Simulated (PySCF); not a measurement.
**Vertical excitation energies**

1-chloro-2-methylpropane, C4H9Cl.
SMILES: `CC(C)CCl`

Computed, not measured: PySCF 2.14.0, density-fitted response routines, TDDFT CAM-B3LYP/def2-SVPD, vertical, gas phase, core orbitals frozen in the response. One conformer (not necessarily the lowest) at the GFN2-xTB geometry, without solvent, vibrations or thermal averaging. Torsions of this conformer, `[CH3:1][CH:2]([CH3:3])[CH2:4][Cl:5]`: C1–C2–C4–Cl5 65°.

What does the calculation give for the low-lying excited states?

```
state  E (eV)  E (kJ/mol)  λ (nm)       f  |μ| (D)     main configurations (H = HOMO, L = LUMO)
   S1    7.45         719   166.4  0.0033     0.34        H→L (22%), H→L+1 (22%), H-1→L+1 (18%)
   S2    7.49         723   165.5  0.0049     0.41        H-1→L (23%), H-1→L+1 (21%), H→L (18%)
   S3    8.20         792   151.1   0.017     0.75        H→L+1 (27%), H→L (19%), H-1→L+1 (15%)
   S4    8.26         797   150.1   0.029     0.97      H-1→L+1 (27%), H-1→L (19%), H→L+1 (18%)
   S5    8.94         863   138.7  0.0020     0.24                     H→L+2 (47%), H→L+3 (40%)
   S6    8.98         866   138.1   0.043     1.13                 H-1→L+2 (44%), H-1→L+3 (36%)
   S7    9.11         879   136.2   0.043     1.12      H→L+3 (32%), H→L+2 (26%), H-1→L+3 (10%)
   S8    9.11         879   136.0   0.011     0.55  H-1→L+3 (33%), H-1→L+2 (24%), H-1→L+5 (10%)
```

Triplets, Tamm–Dancoff:

```
state  E (eV)  λ (nm)  main configurations (H = HOMO, L = LUMO)
   T1    6.79   182.7   H-1→L+1 (23%), H-1→L (20%), H→L+1 (14%)
   T2    6.83   181.5     H→L+1 (23%), H→L (20%), H-1→L+1 (14%)
   T3    8.02   154.6     H→L+1 (24%), H-1→L+1 (17%), H→L (17%)
```

The lowest singlet lies at 7.45 eV (166 nm, vacuum ultraviolet) and is very weak; its leading configuration is HOMO→LUMO (22%). The largest oscillator strength of a single state is 0.043. S7/S8 lie within about 0.01 eV of each other. Löwdin shares by element: HOMO (one of a set within 0.03 eV) chlorine 71%, carbon 17% or more, hydrogen 4% or more; LUMO carbon 29% or more, chlorine 17%, hydrogen 7% or more (atoms not listed hold the other 47%). The oscillator strengths of these states sum to 0.154; summed over the whole spectrum of an exact calculation they would give the number of electrons, 50 (Thomas–Reiche–Kuhn). Weighted by f, the mean energy of these states is 8.72 eV. Of the 8 states listed, 5 reach f = 0.01 and none stays under 0.0005. Singlets were solved by full linear response, triplets in the Tamm–Dancoff approximation.
